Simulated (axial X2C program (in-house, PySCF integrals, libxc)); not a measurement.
## Photoelectron levels of SiO by EOM-IP-CCSD

Computed with an axial X2C code built on PySCF integrals: two-component X2C with atomic mean-field Coulomb and Gaunt terms, Gaussian nuclei, basis Si dyall-v3z, O dyall-av3z with contracted cores.

R = 1.746 Å (1.150 times 1.518 Å, the PBE0 minimum at charge 0 for the lowest determinant).

Vertical ionisation energies of SiO to the states of SiO⁺:

```csv
Ω of SiO⁺,vertical IE (eV),above lowest (cm⁻¹),ionised spinor,one-hole weight
3/2,10.781,0,"81% O pπ, 13% Si pπ",0.91
1/2,10.797,132,"81% O pπ, 13% Si pπ",0.91
1/2,11.251,3792,"52% O pσ, 29% Si pσ, 13% Si sσ",0.93
1/2,15.295,36410,"53% Si sσ, 32% O pσ, 6% O sσ",0.86
```

(1) What is the splitting of the first π pair in the table, and is it regular or inverted?

This point took 7.9 s on 1 thread of Intel(R) Xeon(R) Processor @ 2.30GHz, on a shared host.

Reference electrons by ω block (each with its −ω partner): 1/2: 9, 3/2: 2. 10 electrons of SiO correlated (inner shells frozen), 94 natural virtual spinors (a truncated set); levels can be off by some tenths of an eV. Roots sought by Ω: (1/2: 4, 3/2: 3, 5/2: 1); rows need 60 % one-particle weight and stop where some Ω has no more roots. Missing are any skipped roots, higher Ω and states of a further excitation; these come out far too high here and may in truth be low or lowest. T1 of the reference 0.040 (Lee–Taylor). Number of frozen shells: Si 2 s, 1 p; O 1 s. Large amplitudes in the reference (orbital relaxation or multireference character) lower the reliability.

## Answers

(1) E(3/2) − E(1/2) = 0 − 132 = -132 cm⁻¹ at EOM-IP-CCSD: inverted, Ω = 3/2 lower. Splittings at this level can be off by ten to twenty per cent.
